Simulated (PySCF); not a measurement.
Molecule: 1,4-pentadiyne, C$_{5}$H$_{4}$.

Bonds (- single, = double, # triple, : aromatic): C1#C2, C2-C3, C3-C4, C4#C5. C1 carries H6; C3 carries H7, H8; C5 carries H9.

Frames of a GFN2-xTB Langevin trajectory at 400 K; GIAO PBE0/pcSseg-1 shieldings in PySCF 2.14.0 with density-fitted response routines, gas phase, non-relativistic; equivalent atoms averaged within each frame.

δ = σ(ref) − σ, references computed at the same level: 13C (σref 186.93), 1H (σref 31.72) vs TMS. The references are static minima.

How do the shifts (ppm) fluctuate along the trajectory?

Results:


| time (fs) | C2/C4 | C1/C5 | C3 | H7/H8 | H6/H9 |
| --- | --- | --- | --- | --- | --- |
| optimised geometry | 82.4 | 76.3 | 11.3 | 3.27 | 1.50 |
| 250 | 85.3 | 76.3 | 16.4 | 4.85 | 1.07 |
| 425 | 83.8 | 78.8 | 7.5 | 3.35 | 1.89 |
| 625 | 82.2 | 75.9 | 13.0 | 3.85 | 2.58 |
| 800 | 87.4 | 81.7 | 21.6 | 3.39 | 1.62 |
| 1000 | 84.5 | 78.5 | 11.9 | 3.95 | 2.54 |
| mean of frames | 84.6 | 78.3 | 14.1 | 3.88 | 1.94 |
| standard deviation | 1.9 | 2.3 | 5.2 | 0.61 | 0.64 |

5 frames give an uncertainty of the mean of about the standard deviation over 2.2 at best, since frames this close in time may not be independent; classical motion lacks zero-point vibration, and the reference would need the same averaging.
